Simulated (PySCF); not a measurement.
Two species compared at the same levels of theory.

First species: vinylene carbonate, C3H2O3.
Z-matrix (Å and degrees, PBE0-D3(BJ)/def2-SVP geometry), rows numbered from 1:
```
O 
C   1  1.1835
O   2  1.3613  1  126.25
C   3  1.3662  2  107.96  1  -179.92
C   4  1.3344  3  108.35  2    -0.07
O   2  1.3598  1  126.32  3   179.99
H   4  1.0854  3  118.08  2   179.92
H   5  1.0853  4  133.76  3  -179.97
```

Second species: 2-methyl-1-pentene, C6H12.
SMILES: `C=C(C)CCC`

Levels: wB97X-D/def2-SVPD for dipole moment, HOMO energy, LUMO energy, HOMO–LUMO gap, static isotropic polarisability and electronic spatial extent ⟨r²⟩ about the centre of nuclear charge; TDDFT wB97X-D/def2-SVPD for lowest singlet excitation; TDA wB97X-D/def2-SVPD for lowest triplet excitation (Tamm–Dancoff); ΔSCF wB97X-D/def2-SVPD for vertical ionisation energy; PBE0-D3(BJ)/def2-SVP for rotational constant A and rotational constant C. Geometries: PBE0-D3(BJ)/def2-SVP. Each structure is a single optimised conformer of the isolated species, non-relativistic unless stated; the electronic structure was computed with PySCF and density fitting.

Dipoles, sizes and rotational constants follow the conformer. The torsions of the flexible species, by atom-mapped SMILES:
- `[CH2:1]=[C:2]([CH3:3])[CH2:4][CH2:5][CH3:6]`: C1–C2–C4–C5 -118°, C2–C4–C5–C6 60°

```
                                                         property   column X   column Y
                                                    dipole moment     0.59 D     4.72 D
                                                      HOMO energy   -8.88 eV   -9.38 eV
                                                      LUMO energy    2.14 eV    1.58 eV
                                                    HOMO–LUMO gap   11.02 eV   10.96 eV
                                        lowest singlet excitation    7.07 eV    6.84 eV
                         lowest triplet excitation (Tamm–Dancoff)    4.41 eV    4.34 eV
                                  static isotropic polarisability    75.0 au    42.4 au
                                       vertical ionisation energy    9.09 eV    9.91 eV
electronic spatial extent ⟨r²⟩ about the centre of nuclear charge  719 bohr²  406 bohr²
                                            rotational constant A  4.996 GHz  9.498 GHz
                                            rotational constant C  2.105 GHz  2.922 GHz
```

**Question.** Which column belongs to which species?

**Answer.** Column X is the second species and column Y the first. The first has 8 atoms and 44 electrons, the second 18 and 48.

**Question.** How does each property change from the first species to the second?

**Answer.** dipole moment -4.13 D; HOMO energy +0.50 eV; LUMO energy +0.56 eV; HOMO–LUMO gap +0.06 eV; lowest singlet excitation +0.23 eV; lowest triplet excitation (Tamm–Dancoff) +0.07 eV; static isotropic polarisability +32.6 au; vertical ionisation energy -0.82 eV; electronic spatial extent ⟨r²⟩ about the centre of nuclear charge +313 bohr²; rotational constant A -4.502 GHz; rotational constant C -0.817 GHz.

On the first: The polarisability is 6.28 Å³ as a volume (1 au = 0.148185 Å³), or 0.96 au for each of the 44 electrons. The vertical singlet–triplet gap S1 − T1 is 2.50 eV (TDDFT singlet less Tamm–Dancoff triplet; S1: HOMO→LUMO, weight 0.96; T1: HOMO→LUMO, weight 0.93).

On the second: S1 lies 3.95 eV below the HOMO–LUMO gap; its leading configuration is HOMO→LUMO, weight 0.85. The polarisability is 11.12 Å³ as a volume (1 au = 0.148185 Å³), or 1.56 au for each of the 48 electrons.
